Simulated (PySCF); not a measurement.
Species: C6H4.
Geometry (PBE0-D3(BJ)/def2-SVP, Å), atoms numbered from 1 in this order:
```xyz
10
C6H4 angstrom
C      2.728    0.283    0.344
C      1.686   -0.223   -0.027
C      0.479   -0.828   -0.465
C     -0.712   -0.211   -0.383
C     -1.531    0.907   -0.032
C     -2.128   -0.146   -0.568
H      3.649    0.727    0.671
H      0.524   -1.836   -0.886
H     -1.610    1.910    0.383
H     -3.050   -0.616   -0.905
```

Theory: EOM-IP-CCSD/aug-cc-pVDZ in PySCF, restricted Hartree–Fock reference, frozen core, non-relativistic, gas phase, PBE0-D3(BJ)/def2-SVP geometry.

The vertical ionisation energies are 7.76, 9.93, 10.92, 11.65, 13.51, 13.70, 15.25, 16.36 eV.

Problem. Which Hartree–Fock orbital leads each hole, and what is its Koopmans value −ε?

Solution. 
```json
{"leading hole (HF orbital)": "HOMO", "Koopmans (eV)": "7.70", "EOM-IP-CCSD (eV)": "7.76", "change (eV)": "+0.06", "one-hole share": "0.96"}
{"leading hole (HF orbital)": "HOMO-1", "Koopmans (eV)": "10.06", "EOM-IP-CCSD (eV)": "9.93", "change (eV)": "-0.13", "one-hole share": "0.96"}
{"leading hole (HF orbital)": "HOMO-2", "Koopmans (eV)": "11.38", "EOM-IP-CCSD (eV)": "10.92", "change (eV)": "-0.46", "one-hole share": "0.94"}
{"leading hole (HF orbital)": "HOMO-3", "Koopmans (eV)": "12.91", "EOM-IP-CCSD (eV)": "11.65", "change (eV)": "-1.26", "one-hole share": "0.95"}
{"leading hole (HF orbital)": "HOMO-5", "Koopmans (eV)": "15.01", "EOM-IP-CCSD (eV)": "13.51", "change (eV)": "-1.50", "one-hole share": "0.95"}
{"leading hole (HF orbital)": "HOMO-4", "Koopmans (eV)": "14.55", "EOM-IP-CCSD (eV)": "13.70", "change (eV)": "-0.85", "one-hole share": "0.92"}
{"leading hole (HF orbital)": "HOMO-6", "Koopmans (eV)": "17.01", "EOM-IP-CCSD (eV)": "15.25", "change (eV)": "-1.76", "one-hole share": "0.93"}
{"leading hole (HF orbital)": "HOMO-7", "Koopmans (eV)": "18.24", "EOM-IP-CCSD (eV)": "16.36", "change (eV)": "-1.88", "one-hole share": "0.93"}
```

Problem. Does the order of the lines follow the orbital energies?

Solution. No: the HOMO-5 hole (13.51 eV) falls below the HOMO-4 hole (13.70 eV). The corrections run from -1.88 to +0.06 eV, with a mean of -0.97 eV over the 8 lines; EOM-IP-CCSD lies above the Koopmans value for HOMO.

Problem. At what kinetic energies would He I light (21.22 eV) eject these electrons?

Solution. 13.46 eV (HOMO), 11.29 eV (HOMO-1), 10.30 eV (HOMO-2), 9.57 eV (HOMO-3), 7.71 eV (HOMO-5), 7.52 eV (HOMO-4), 5.97 eV (HOMO-6), 4.86 eV (HOMO-7).

One root was sought for each valence orbital with −ε under 21 eV, eight at most, so deeper holes and satellites are missing; no vibrational structure.
